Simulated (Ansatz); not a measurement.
Gas-phase reaction in SMILES: S=C=S [methanedithione] + 4 [H][H] (H2) -> C (CH4) + 2 S (H2S)

Quantity: energy of full hydrogenation (electronic), in kcal/mol. Conventions: six Cartesian d functions in 6-31G* and its kin unless marked 5d; 6-311+G** with 5d, 6d on Na to Ar in Ansatz (a quantum-chemistry and plane-wave program); LANL2DZ with its own core potentials from Na on; non-relativistic; no dispersion term unless named; no spin-orbit coupling. Ab initio and DFT rows: single points at B3LYP-D3(BJ) geometries (Ansatz).

```json
[
 {"level": "B3LYP/STO-3G", "program": "Ansatz", "energy of full hydrogenation (electronic) (kcal/mol)": "-54.3"},
 {"level": "B3LYP/3-21G", "program": "Ansatz", "energy of full hydrogenation (electronic) (kcal/mol)": "-65.1"},
 {"level": "B3LYP/LANL2DZ", "program": "Ansatz", "energy of full hydrogenation (electronic) (kcal/mol)": "-66.0"},
 {"level": "B3LYP/6-31G", "program": "Ansatz", "energy of full hydrogenation (electronic) (kcal/mol)": "-64.6"},
 {"level": "B3LYP/6-31G*", "program": "Ansatz", "energy of full hydrogenation (electronic) (kcal/mol)": "-61.8"},
 {"level": "B3LYP/6-31+G*", "program": "Ansatz", "energy of full hydrogenation (electronic) (kcal/mol)": "-63.6"},
 {"level": "B3LYP/6-31G**", "program": "Ansatz", "energy of full hydrogenation (electronic) (kcal/mol)": "-65.5"},
 {"level": "B3LYP/def2-SVP", "program": "Ansatz", "energy of full hydrogenation (electronic) (kcal/mol)": "-69.9"},
 {"level": "B3LYP/cc-pVDZ", "program": "Ansatz", "energy of full hydrogenation (electronic) (kcal/mol)": "-70.1"},
 {"level": "B3LYP/6-311+G**", "program": "Ansatz", "energy of full hydrogenation (electronic) (kcal/mol)": "-67.9"},
 {"level": "B3LYP/def2-TZVPD", "program": "Ansatz", "energy of full hydrogenation (electronic) (kcal/mol)": "-66.3"}
]
```

No value to compare with is used here. The 10 habitual levels span -70.1 (B3LYP/cc-pVDZ) to -54.3 kcal/mol (B3LYP/STO-3G); B3LYP/def2-TZVPD gives -66.3.

The sets are all those run for this method; runs whose electronic state is in doubt are left out.
